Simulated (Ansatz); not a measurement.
**One shape, several levels: BNH4 (SMILES BN)**

Wanted: a comparison of 6 runs (HF/3-21G, BHLYP/def2-TZVPP, HSE06/def2-TZVPP, SVWN5/def2-TZVPP, RPA@PBE0/def2-TZVPP, BCCD(T)/def2-TZVPP) of BNH4. 

The calculation is run with Ansatz 0.2.0.

56 further runs of the same task are left out: 56 set aside as unsound or not needed.

### 1 The system as given

BNH4: 6 atoms, total charge 0, spin state singlet. As SMILES, `BN`. One bond was lengthened or shortened from a relaxed shape.

Bond lengths: B1–N2 1.593 Å, B1–H3 1.197 Å, B1–H4 1.197 Å, N2–H5 1.006 Å, N2–H6 1.006 Å. Angles: B1–N2–H5 123.2°, B1–N2–H6 123.2°, N2–B1–H3 119.0°, N2–B1–H4 119.0°, H5–N2–H6 113.5°, H3–B1–H4 122.0°.

### 2 The energy at HF/3-21G (run 1)

File input.yaml:

```yaml
crystal:
  periodic: [false, false, false]
  atoms:
    - {symbol: B, position_ang: [-0.169352, -0.883187, -0.031061]}
    - {symbol: "N", position_ang: [0.146100, 0.677400, 0.010800]}
    - {symbol: H, position_ang: [0.184648, -1.571587, 0.882039]}
    - {symbol: H, position_ang: [-0.753152, -1.332287, -0.974661]}
    - {symbol: H, position_ang: [-0.121600, 1.313700, -0.720800]}
    - {symbol: H, position_ang: [0.632000, 1.121400, 0.771300]}
basis:
  gaussian: {orbitals: 3-21G.json}
magnetization: {spin_polarized: false}
hamiltonian: {xc: hf}
accuracy: high
output: {orbitals: {seedname: orbitals}}
```

The basis set 3-21G is read from a file made from the Basis Set Exchange's data (not shown).

Run with:

```bash
$ ansatz run input.yaml --threads 1 --pin off --max-ram 3480MiB --events-out events.jsonl --progress --plain --runs-dir runs
```

The log of the run:

```text
Warning: RAYON_NUM_THREADS=1 ignored (pool sized by the plan → 1); use --threads N
Functional definition: HF
  name "HF"
  exchange = exact_x
  correlation = 0
585 factors; integrals over basis functions are off by at most 4.5e-9 eV
mean field evaluation 1: about -2203.4695 eV, gradient 2.3e1 eV
mean field evaluation 2: about -2203.4609 eV, gradient 2.3e1 eV
mean field evaluation 4: about -2204.6626 eV, gradient 2.0e0 eV
mean field evaluation 8: about -2204.6757 eV, gradient 2.6e-4 eV
mean field -2204.67567007 eV, -81.0203364921 hartree, gradient 2.0e-8 eV, S^2 0.000000; 0 other end points of the search recorded, 0 dependent functions left out
reference -2204.67567007 eV, -81.0203364921 hartree; 8, 8 occupied and 18, 18 virtual orbitals, 585 factors
Total energy: -2204.67567007 eV, -81.0203364921 hartree
```

It took 0.14 s on 1 thread of Arm Neoverse V1, shared host.

### 3 A single-point energy at BHLYP/def2-TZVPP (run 2)

File run.yaml:

```yaml
crystal:
  periodic: [false, false, false]
  atoms:
    - {symbol: B, position_ang: [-0.169352, -0.883187, -0.031061]}
    - {symbol: "N", position_ang: [0.146100, 0.677400, 0.010800]}
    - {symbol: H, position_ang: [0.184648, -1.571587, 0.882039]}
    - {symbol: H, position_ang: [-0.753152, -1.332287, -0.974661]}
    - {symbol: H, position_ang: [-0.121600, 1.313700, -0.720800]}
    - {symbol: H, position_ang: [0.632000, 1.121400, 0.771300]}
basis:
  gaussian:
    orbitals: def2-TZVPP
hamiltonian:
  xc: {name: BHLYP}
accuracy: high
output: {orbitals: {seedname: orbitals}}
```

Run with:

```bash
$ ansatz run run.yaml --threads 1 --pin off --max-ram 3480MiB --events-out events.jsonl --progress --plain --runs-dir runs
```

The log of the run:

```text
Warning: RAYON_NUM_THREADS=1 ignored (pool sized by the plan → 1); use --threads N
Functional definition: BHLYP
  name "BHLYP"
  parameter a = 0.5
  exchange = (1 - a)*b88_x + a*exact_x
  correlation = lyp_c
2032 factors; integrals over basis functions are off by at most 3.2e-9 eV
mean field evaluation 1: about -2227.4601 eV, gradient 4.5e1 eV
mean field evaluation 2: about -2225.3916 eV, gradient 5.3e1 eV
mean field evaluation 4: about -2231.3472 eV, gradient 1.1e0 eV
mean field evaluation 8: about -2231.3508 eV, gradient 5.9e-3 eV
mean field evaluation 16: about -2231.3508 eV, gradient 1.3e-7 eV
mean field -2231.35081979 eV, -82.0006301633 hartree, gradient 1.5e-8 eV, S^2 0.000000; 0 other end points of the search recorded, 0 dependent functions left out
reference -2231.35084406 eV, -82.0006310552 hartree; 8, 8 occupied and 110, 110 virtual orbitals, 2032 factors
Total energy: -2231.35084406 eV, -82.0006310552 hartree
```

Run time: 6.6 s. Hardware: 1 thread of Arm Neoverse V1, shared host; peak memory 0.3 GiB.

Runs 3 to 5 aren't shown in full; the table further down has their settings and results.

### 4 A single-point energy at BCCD(T)/def2-TZVPP (run 6)

File molecule.yaml:

```yaml
crystal:
  periodic: [false, false, false]
  atoms:
    - {symbol: B, position_ang: [-0.169352, -0.883187, -0.031061]}
    - {symbol: N, position_ang: [0.146100, 0.677400, 0.010800]}
    - {symbol: H, position_ang: [0.184648, -1.571587, 0.882039]}
    - {symbol: H, position_ang: [-0.753152, -1.332287, -0.974661]}
    - {symbol: H, position_ang: [-0.121600, 1.313700, -0.720800]}
    - {symbol: H, position_ang: [0.632000, 1.121400, 0.771300]}
basis:
  gaussian:
    orbitals: def2-TZVPP
correlation:
  method: bccd_t
  frozen_orbitals: {B: 1, H: 0, "N": 1}
accuracy: high
scf:
  omitted_lower_state_checks: [cluster_reference, increment]
```

Run with:

```bash
$ ansatz run molecule.yaml --threads 1 --pin off --max-ram 3480MiB --events-out events.jsonl --progress --plain --runs-dir runs
```

The log of the run (excerpt; [...] marks lines left out):

```text
Warning: RAYON_NUM_THREADS=1 ignored (pool sized by the plan → 1); use --threads N
[... 2 set-up lines as earlier in the session ...]
[...]
2032 factors; integrals over basis functions are off by at most 3.2e-9 eV
[...]
mean field -2217.85219712 eV, -81.5045649301 hartree, gradient 9.7e-9 eV, S^2 0.000000; 0 other end points of the search recorded, 0 dependent functions left out
2 core orbitals not correlated: weight in the atoms' cores, before any rotation towards them, 1.000 or more for the frozen orbitals, at most 0.000 for the correlated occupied ones
reference -2217.85219712 eV, -81.5045649301 hartree; 6, 6 occupied and 110, 110 virtual orbitals, 2032 factors
second order -8.94857645 eV of doubles, -0.00000000 eV of singles
cycle   1  -9.28041563 eV  change   -3.3e-1 eV  update   7.0e-2
[...]
cycle  21  -9.55622139 eV  change   1.2e-10 eV  update  3.6e-10
perturbative correction -0.37081975 eV, -0.0136273745 hartree
Total energy: -2227.77923827 eV, -81.8693769634 hartree
Checks for a lower state left out: cluster_reference, increment
```

Wall time 44 s (1 thread of Arm Neoverse V1, shared host); peak memory 1.5 GiB.

### 5 The series

```
run                level  frozen core orbitals  energy (Eh)  HOMO energy (eV)  LUMO energy (eV)  HOMO–LUMO gap (eV)  wall time
  1             HF/3-21G                     –   -81.020336            -10.80              3.77               14.58     0.14 s
  2     BHLYP/def2-TZVPP                     –   -82.000631             -9.05              0.42                9.46      6.6 s
  3     HSE06/def2-TZVPP                     –   -81.935335             -7.45             -0.94                6.51      6.9 s
  4     SVWN5/def2-TZVPP                     –   -81.275762             -6.79             -1.79                5.00      5.1 s
  5  RPA@PBE0/def2-TZVPP                     2   -82.012061                 –                 –                   –       12 s
  6   BCCD(T)/def2-TZVPP                     2   -81.869377                 –                 –                   –       44 s
```

### 6 Results

| quantity | value |
| --- | --- |
| run 6: total energy | -81.86938 Eh |
| run 6: correlation energy (2 core orbitals frozen) | -364.8 mEh |
| run 6: (T) correction | -13.63 mEh |

Over runs 1, 2, 3, 4 the HOMO–LUMO gap runs from 5.00 eV (SVWN5/def2-TZVPP) to 14.58 eV (HF/3-21G). The two ends differ in method and basis. Totals of different functionals can't be ranked against each other. All runs together took 75 s, the longest 44 s.
